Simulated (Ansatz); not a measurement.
Basis-set extrapolation for C2H3ClS, SMILES `C=C(S)Cl` (PBE0-D4/def2-TZVP geometry, frozen core, Ansatz 0.2.0). Multiplicity 1, RHF reference.

```json
{"": "HF", "def2-TZVPP": "-934.533698", "def2-QZVPP": "-934.561195"}
{"": "MP2 correlation", "def2-TZVPP": "-0.689738", "def2-QZVPP": "-0.745868"}
{"": "CCSD(T) correlation", "def2-TZVPP": "-0.768066", "def2-QZVPP": "not run"}
```

Energies in hartree. Use E(X) = E(∞) + A·exp(−7.88·√X) for Hartree–Fock and E(X) = E(∞) + B·X^(−2.97) for correlation, with X = 3 and 4, and add CCSD(T) minus MP2 of the smaller set to the MP2 limit.

**Question.** What is the CCSD(T) energy at the basis-set limit?

**Answer.** HF limit: -934.561195 + (-0.027497) × 0.13774 = -934.56498. MP2 limit: -0.745868 + (-0.056130) × 0.74074 = -0.78745. Higher-order term: -0.768066 − (-0.689738) = -0.07833. Total: -935.43076 hartree, 3.51 eV below CCSD(T)/def2-TZVPP.
